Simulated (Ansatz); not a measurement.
Anatase TiO2 (metastable phase) was calculated with r²SCAN-D4 (Ansatz, an electronic-structure program, plane waves, PAW).

Run with plane-wave cutoff 560 eV, 12×12×12 k mesh, Fermi–Dirac smearing 0.01 eV, no spin polarisation, scalar-relativistic PAW data made under PBE.

The volume scan:

```tsv
V (Å³/atom)	E − E_lowest (meV/atom)	P (GPa)
10.869	11.29	8.16
11.096	2.76	3.95
11.322	0.00	0.00
11.549	2.63	-3.69
11.775	10.29	-7.10
```

### Question
Estimate the bulk modulus from the pressures at 11.096 and 11.549 Å³/atom, and compare it with a fit to all energies.

### Answer
B = −V dP/dV. Between V = 11.096 and 11.549 Å³/atom, dP/dV = (-3.69 − (3.95))/(11.549 − 11.096) = -16.9 GPa per Å³/atom; at the midpoint 11.322 Å³/atom this gives B ≈ 191 GPa. The third-order Birch–Murnaghan fit gives V0 = 11.322 Å³/atom, B0 = 191 GPa, B′ = 2.5, which lies within 1 % of that estimate.

Shape and atoms are relaxed at each volume.

Note: the bulk modulus comes from volumes at which shape and atoms were relaxed.

Static lattice: no zero-point or thermal effects.

The result took roughly 11 core-minutes.
